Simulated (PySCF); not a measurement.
# H: electron affinity

H⁻ 1s2 (1S) → H 1s1 (2S), as a difference of total energies. Computed with PySCF 2.14 in def2-QZVPPD (4s4p2d1f, 33 functions), with no relativity, point nucleus. Correlated levels: valence: nothing frozen. The calculations carry no spin-orbit coupling.

```csv
method,electron affinity (eV)
UHF,-0.610
MP2 (valence),0.124
SCS-MP2 (valence),0.271
CCSD (valence),0.367
```

Errors of the correlated levels include the incompleteness of this basis.

A negative affinity means that the anion lies above the atom at that level of theory.

With two correlated electrons CCSD is exact in that space.

Task: Which method comes closest to the reference value, and which is furthest?

Result: The reference is 0.754 eV (measured; photodetachment measurements, as compiled on the Wikipedia data page of electron affinities). Closest: CCSD (valence) (error -0.387 eV); furthest: UHF (error -1.364 eV).
